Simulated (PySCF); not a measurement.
These are ωB97X-D3(BJ)/def2-TZVP // B3LYP-D3(BJ)/def2-TZVP (PySCF) values and carry that method's errors. Gas-phase values, no solvent. 

Reference species (SMILES): `[CH3][Al][CH3]` (neutral, multiplicity 2).

```yaml
dipole_moment: 0.36 D
```

Changed species: `[CH3]` (radical fragment; the reference has radical fragment).

Task: What does the change do to the dipole moment?

Result: the dipole moment falls by 0.36 D, to 0.00 D.
